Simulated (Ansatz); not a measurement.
# HNAl, quartet: the ladder up to full CI

Geometry: a PBE0/def2-TZVP stationary point for this spin, not checked as a minimum.

```xyz
3

Al    0.0000   -0.0319    0.6899
N     0.0000    0.1209   -1.2129
H     0.0000   -0.8261   -1.6143
```

Basis 6-31G; Ansatz 0.2.0. Correlated methods freeze the noble-gas cores, which leaves 9 electrons in 18 orbitals. R marks a restricted (for open shells ROHF) determinant, U an unrestricted one. Active spaces: pair = (5e, 5o) about the gap; valence = (9e, 9o) chosen from the atoms' valence shells.

Full CI is exact within this basis and frozen core; it isn't the basis-set limit. The frozen core follows each run's orbitals, which can shift R against U totals by a few meV.

For open shells CISD is restricted-active-space CI with the open shells as a complete middle space.

```
UHF ⟨S²⟩                          : 3.779
T1 diagnostic (RCCSD)             : 0.0446
largest doubles amplitude (RCCSD) : 0.053
T1 diagnostic (UCCSD)             : 0.0268
```

```
                   level  E − E(full CI) (meV)  share of correlation (%)  wall time
                     RHF                  3353                      0.00          –
                     UHF                  3216                      4.09          –
                    RMP2                   587                     82.48          –
                    UMP2                   583                     82.60          –
                    CISD                   245                     92.70     0.81 s
                   RCCSD                   105                     96.88          –
                   UCCSD                    94                     97.20          –
                RCCSD(T)                    25                     99.24      1.4 s
                UCCSD(T)                    25                     99.26      1.5 s
                 BCCD(T)                    29                     99.14      1.7 s
                  RCCSDT                     9                     99.72          –
                  UCCSDT                     8                     99.75          –
               RCCSDT(Q)                     0                     99.99      3.7 s
               UCCSDT(Q)                    -1                    100.04      3.5 s
                 RCCSDTQ                     0                     99.99       33 s
     CASSCF (pair space)                  2784                     16.98          –
     MRCISD (pair space)                   216                     93.56          –
   MRCISD+Q (pair space)                    30                     99.11      1.8 s
  CASSCF (valence space)                  1394                     58.42          –
  NEVPT2 (valence space)                   371                     88.94      2.3 s
  MRCISD (valence space)                    83                     97.52          –
MRCISD+Q (valence space)                    47                     98.60      3.5 s
```

The correlation energy at full CI, counted from RHF, is -3.353 eV. That run took 2 min on 1 thread of Arm Neoverse V2, shared host over 7,588,672 determinants.

Times hold each run's SCF and search for its determinant on a shared host, so for small cases they say little of a method's own cost; they ran on 1 thread of Arm Neoverse V2.

The full-CI state has the irrep A'' of Cs, in the program's axes.

Natural occupations of full CI about the gap: 1.980 1.963 1.936 1.002 0.995 0.989 0.035 0.030 0.030 0.014; effectively unpaired electrons, Σ n²(2−n)², 3.03.
